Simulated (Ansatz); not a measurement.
Molecule: cyanoethylene, C3H3N, net charge 0, singlet state. 
Geometry from a B3LYP-D3(BJ)/def2-TZVP (Ansatz, an electronic-structure program) optimisation:
```xyz
7

C     -0.1624    -1.6316     0.0047
C      0.5687    -0.5193    -0.0022
C     -0.0050     0.7858    -0.0018
H     -1.2435    -1.6002     0.0112
H      0.3125    -2.6029     0.0041
H      1.6516    -0.5573    -0.0087
N     -0.4469     1.8501    -0.0016
```

Basis-set convergence of Hartree-Fock and CCSD(T) correlation energies (hartree) with Ansatz. Valence correlation only, unless marked. Spin-orbit coupling is left out. No relativistic terms.

The Hartree-Fock reference is unstable (checked in the largest basis), which strains HF and MP2. 

```json
[
 {"basis": "cc-pVDZ", "functions": "-", "E(HF)": "-169.78182", "E(corr, CCSD(T))": "-0.58831", "rough core time": "under 20 s"},
 {"basis": "cc-pVTZ", "functions": "162", "E(HF)": "-169.82637", "E(corr, CCSD(T))": "-0.70654", "rough core time": "22 s"},
 {"basis": "cc-pVQZ", "functions": "310", "E(HF)": "-169.83740", "E(corr, CCSD(T))": "-0.74344", "rough core time": "2.6 min"}
]
```

Extrapolating the two largest sets (X = 3 and 4) as X^-3: E(corr) = (64·(-0.74344) - 27·(-0.70654))/37 = -0.7704 Eh, an estimate of the basis-set limit. The largest set recovers 96.5 % of it, the smallest 76.4 %.
